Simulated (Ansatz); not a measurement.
The input, for Ansatz 0.2.0:

```yaml
crystal:
  periodic: [false, false, false]
  atoms:
    - {symbol: Al, position_ang: [0.000000, 0.000000, 0.000000]}
    - {symbol: Na, position_ang: [0.000000, 0.000000, 3.173300]}
basis:
  gaussian: {orbitals: "6-31++G**"}
total_charge: -1
magnetization: {spin_polarized: false, initial_magnetization: 3}
correlation: {active_space: {ras: {orbitals: [1, 3, 32], electrons: 25, max_holes: 2, max_particles: 2}, fixed_orbitals: true}}
scf: {lower_state_search: full}
```

```sh
$ ansatz run in.yaml --threads 1 --pin off --events-out ev --progress --plain --max-ram 2393MiB
```

Task: How does this run end?

Result: Stopped by an error. The settings were drawn as a stress test.
```
372 factors; integrals over basis functions are off by at most 6.9e-4 eV
mean field evaluation 1: about -10978.7335 eV, gradient 9.7e0 eV
mean field evaluation 2: about -10979.2056 eV, gradient 9.6e0 eV
mean field evaluation 4: about -10984.1684 eV, gradient 6.9e0 eV
mean field evaluation 8: about -10984.8258 eV, gradient 3.3e0 eV
mean field evaluation 16: about -10985.7184 eV, gradient 5.1e-1 eV
mean field evaluation 32: about -10984.6707 eV, gradient 2.9e0 eV
mean field evaluation 64: about -10985.5718 eV, gradient 3.0e-6 eV
mean field evaluation 96: about -10985.5718 eV, gradient 1.2e-4 eV
mean field evaluation 128: about -10984.6707 eV, gradient 2.9e0 eV
mean field evaluation 160: about -10985.6367 eV, gradient 8.2e-1 eV
mean field evaluation 192: about -10985.5718 eV, gradient 1.1e-4 eV
mean field evaluation 224: about -10985.0482 eV, gradient 7.6e-1 eV
mean field evaluation 256: about -10984.4331 eV, gradient 2.9e0 eV
mean field evaluation 288: about -10985.3818 eV, gradient 1.3e0 eV
mean field evaluation 320: about -10981.4404 eV, gradient 1.6e1 eV
mean field evaluation 352: about -10985.5718 eV, gradient 2.4e-6 eV
mean field evaluation 384: about -10985.4915 eV, gradient 3.0e0 eV
mean field evaluation 416: about -10985.7274 eV, gradient 1.1e-1 eV
mean field evaluation 448: about -10985.5718 eV, gradient 3.8e-6 eV
mean field -10985.72860120 eV, -403.7180796997 hartree, gradient 5.3e-6 eV, S^2 3.750000; 20 other end points of the search recorded, 0 dependent functions left out
reference -10985.72860120 eV, -403.7180796997 hartree; 14, 11 occupied and 32, 35 virtual orbitals, 372 factors
Error: 1 states are sought, and the space of determinants holds 0 states of this symmetry and spin
```
